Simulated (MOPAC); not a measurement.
MOPAC input (MNDO):

```
MNDO PRECISE GNORM=0.05 LET XYZ GEO-OK AUX(PRECISION=9) THREADS=1
C4H6

C    -0.00170870 1   -0.66567344 1    0.81387215 1
C    -0.00719668 1    0.66934088 1    0.81082855 1
C     0.00705435 1   -0.78630365 1   -0.69668354 1
C     0.00060264 1    0.78315033 1   -0.70026163 1
H    -0.00295721 1   -1.40814764 1    1.60151577 1
H    -0.01456410 1    1.41536330 1    1.59507864 1
H    -0.87601309 1   -1.24870475 1   -1.14280492 1
H     0.89873399 1   -1.24138698 1   -1.13309362 1
H     0.88851889 1    1.24355459 1   -1.13875886 1
H    -0.88622818 1    1.23623681 1   -1.14847016 1
```

Output:

```
 *******************************************************************************
 **                                                                           **
 **                              MOPAC v23.2.5                                **
 **                                                                           **
 *******************************************************************************
 ** MOPAC's Digital Object Identifier: https://doi.org/10.5281/zenodo.6511958 **
 **                                                                           **
 ** Please cite the open-source release paper for use of this MOPAC version:  **
 ** J. E. Moussa and J. J. P. Stewart (2026)                                  **
 ** MOPAC: An open-source semiempirical molecular orbital program             **
 ** J. Open Source Softw., 11(119), 8025, https://doi.org/10.21105/joss.08025 **
 *******************************************************************************

                              MNDO CALCULATION RESULTS

 *******************************************************************************
 *  MNDO       - The MNDO Hamiltonian to be used
 *  GEO-OK     - OVERRIDE INTERATOMIC DISTANCE AND OTHER SAFETY CHECKS
 *  LET        - OVERRIDE SOME SAFETY CHECKS
 *  PRECISE    - TIGHTER CRITERIA TO BE USED
 *  XYZ        - CARTESIAN COORDINATE SYSTEM TO BE USED
 *  GNORM      - EXIT WHEN GRADIENT NORM DROPS BELOW 0.050
 *  AUX        - OUTPUT AUXILIARY INFORMATION
 *******************************************************************************
MNDO PRECISE GNORM=0.05 LET XYZ GEO-OK AUX(PRECISION=9) THREADS=1
 C4H6

   ATOM   CHEMICAL          X               Y               Z
  NUMBER   SYMBOL      (ANGSTROMS)     (ANGSTROMS)     (ANGSTROMS)

     1       C         -0.00170870  *  -0.66567344  *   0.81387215  *
     2       C         -0.00719668  *   0.66934088  *   0.81082855  *
     3       C          0.00705435  *  -0.78630365  *  -0.69668354  *
     4       C          0.00060264  *   0.78315033  *  -0.70026163  *
     5       H         -0.00295721  *  -1.40814764  *   1.60151577  *
     6       H         -0.01456410  *   1.41536330  *   1.59507864  *
     7       H         -0.87601309  *  -1.24870475  *  -1.14280492  *
     8       H          0.89873399  *  -1.24138698  *  -1.13309362  *
     9       H          0.88851889  *   1.24355459  *  -1.13875886  *
    10       H         -0.88622818  *   1.23623681  *  -1.14847016  *

          CARTESIAN COORDINATES

    NO.       ATOM           X           Y           Z

     1         C         -0.0017     -0.6657      0.8139
     2         C         -0.0072      0.6693      0.8108
     3         C          0.0071     -0.7863     -0.6967
     4         C          0.0006      0.7832     -0.7003
     5         H         -0.0030     -1.4081      1.6015
     6         H         -0.0146      1.4154      1.5951
     7         H         -0.8760     -1.2487     -1.1428
     8         H          0.8987     -1.2414     -1.1331
     9         H          0.8885      1.2436     -1.1388
    10         H         -0.8862      1.2362     -1.1485

  H: (MNDO): M.J.S. DEWAR, W. THIEL, J. AM. CHEM. SOC., 99, 4899, (1977)
  C: (MNDO): M.J.S. DEWAR, W. THIEL, J. AM. CHEM. SOC., 99, 4899, (1977)

           Empirical Formula: C4 H6  =    10 atoms

      MOLECULAR POINT GROUP   :   C2v

      RHF CALCULATION, NO. OF DOUBLY OCCUPIED LEVELS = 11

          Geometry optimization using EF

          DIAGONAL MATRIX USED AS START HESSIAN

 CYCLE:     1  GRAD.:    60.348 HEAT:  31.93182
 CYCLE:     2  GRAD.:   520.245 HEAT:  76.99233
 CYCLE:     3  GRAD.:   132.595 HEAT:  36.66644
 CYCLE:     4  GRAD.:   567.381 HEAT:  85.53494
 CYCLE:     5  GRAD.:   125.101 HEAT:  35.98692
 CYCLE:     6  GRAD.:   386.506 HEAT:  64.30410
 CYCLE:     7  GRAD.:   151.381 HEAT:  46.10950
 CYCLE:     8  GRAD.:   146.639 HEAT:  37.81069
 CYCLE:     9  GRAD.:    51.719 HEAT:  32.00742
 CYCLE:    10  GRAD.:   120.113 HEAT:  38.50869
 CYCLE:    11  GRAD.:     7.463 HEAT:  30.99090
 CYCLE:    12  GRAD.:     2.324 HEAT:  30.97500
 CYCLE:    13  GRAD.:     4.082 HEAT:  30.97746
 CYCLE:    14  GRAD.:     3.946 HEAT:  30.97725
 CYCLE:    15  GRAD.:     4.997 HEAT:  30.97996
 CYCLE:    16  GRAD.:     9.265 HEAT:  30.99425
 CYCLE:    17  GRAD.:     1.894 HEAT:  30.97452
 CYCLE:    18  GRAD.:     5.490 HEAT:  30.98156
 CYCLE:    19  GRAD.:     1.278 HEAT:  30.97405
 CYCLE:    20  GRAD.:     1.810 HEAT:  30.97495
 CYCLE:    21  GRAD.:     0.989 HEAT:  30.97391
 CYCLE:    22  GRAD.:     1.576 HEAT:  30.97423
 CYCLE:    23  GRAD.:     2.731 HEAT:  30.97549
 CYCLE:    24  GRAD.:     1.313 HEAT:  30.97405
 CYCLE:    25  GRAD.:     0.533 HEAT:  30.97369
 CYCLE:    26  GRAD.:     0.045 HEAT:  30.97362

     GRADIENT =  0.04527 IS LESS THAN CUTOFF =  0.05000

 -------------------------------------------------------------------------------
 MNDO PRECISE GNORM=0.05 LET XYZ GEO-OK AUX(PRECISION=9) THREADS=1
 C4H6

     GEOMETRY OPTIMISED USING EIGENVECTOR FOLLOWING (EF).
     SCF FIELD WAS ACHIEVED

                              MNDO CALCULATION
                                                       MOPAC v23.2.5 Linux

          FINAL HEAT OF FORMATION =         30.97362 KCAL/MOL =     129.59361 KJ/MOL

          COSMO AREA              =         99.07 SQUARE ANGSTROMS
          COSMO VOLUME            =         83.57 CUBIC ANGSTROMS

          GRADIENT NORM           =          0.04527          =       0.01432 PER ATOM
          IONIZATION POTENTIAL    =          9.768251 EV
          HOMO LUMO ENERGIES (EV) =         -9.768  0.983
          NO. OF FILLED LEVELS    =         11
          MOLECULAR WEIGHT        =         54.0914         POINT GROUP:  C2v

          MOLECULAR DIMENSIONS (Angstroms)

            Atom       Atom       Distance
            H     7    H     6     3.93226
            H     5    H     9     3.92753
            H     8    H    10     2.48746

          SCF CALCULATIONS        =         27

   ATOM   CHEMICAL          X               Y               Z
  NUMBER   SYMBOL      (ANGSTROMS)     (ANGSTROMS)     (ANGSTROMS)

     1       C         -0.00172222  *  -0.67552988  *   0.82301067  *
     2       C         -0.00728443  *   0.67923460  *   0.81992281  *
     3       C          0.00706328  *  -0.78581750  *  -0.69701765  *
     4       C          0.00059682  *   0.78266285  *  -0.70060598  *
     5       H         -0.00265239  *  -1.44473725  *   1.57308215  *
     6       H         -0.01455505  *   1.45182961  *   1.56648286  *
     7       H         -0.88321216  *  -1.26165154  *  -1.14371179  *
     8       H          0.90603806  *  -1.25426990  *  -1.13391242  *
     9       H          0.89573469  *   1.25650121  *  -1.13964268  *
    10       H         -0.89352399  *   1.24911908  *  -1.14943018  *

                             CARTESIAN COORDINATES

   1    C       -0.001722219    -0.675529878     0.823010670
   2    C       -0.007284433     0.679234600     0.819922813
   3    C        0.007063282    -0.785817502    -0.697017654
   4    C        0.000596823     0.782662854    -0.700605976
   5    H       -0.002652393    -1.444737250     1.573082150
   6    H       -0.014555048     1.451829612     1.566482856
   7    H       -0.883212163    -1.261651541    -1.143711793
   8    H        0.906038057    -1.254269896    -1.133912422
   9    H        0.895734690     1.256501208    -1.139642684
  10    H       -0.893523994     1.249119080    -1.149430183

           Empirical Formula: C4 H6  =    10 atoms

      MOLECULAR POINT GROUP   :   C2v

                  EIGENVALUES
 -41.76049 -27.36377 -26.50804 -19.44137 -16.65039 -15.51867 -13.62148 -12.99788
 -12.25602 -11.95668  -9.76825   0.98348   3.78031   3.89342   3.90217   4.50750
   4.83828   4.88951   5.04824   5.44520   5.65996   6.62726

              NET ATOMIC CHARGES AND DIPOLE CONTRIBUTIONS

  ATOM NO.   TYPE          CHARGE      No. of ELECS.   s-Pop       p-Pop
    1          C          -0.116832        4.1168     1.24379     2.87304
    2          C          -0.116833        4.1168     1.24379     2.87304
    3          C          -0.007180        4.0072     1.22620     2.78098
    4          C          -0.007183        4.0072     1.22620     2.78098
    5          H           0.085862        0.9141     0.91414
    6          H           0.085862        0.9141     0.91414
    7          H           0.019073        0.9809     0.98093
    8          H           0.019078        0.9809     0.98092
    9          H           0.019074        0.9809     0.98093
   10          H           0.019080        0.9809     0.98092
 DIPOLE           X         Y         Z       TOTAL
 POINT-CHG.    -0.000     0.000     0.003     0.003
 HYBRID        -0.000     0.000     0.079     0.079
 SUM           -0.000     0.000     0.082     0.082

          ATOMIC ORBITAL ELECTRON POPULATIONS

     Atom    s        px        py        pz
    1  C   1.24379   1.00015   0.93236   0.94053
    2  C   1.24379   1.00015   0.93225   0.94064
    3  C   1.22620   0.93161   0.93217   0.91721
    4  C   1.22620   0.93161   0.93231   0.91706
    5  H   0.91414
    6  H   0.91414
    7  H   0.98093
    8  H   0.98092
    9  H   0.98093
   10  H   0.98092

 **********************
 *                    *
 * JOB ENDED NORMALLY *
 *                    *
 **********************

 == MOPAC DONE ==
```
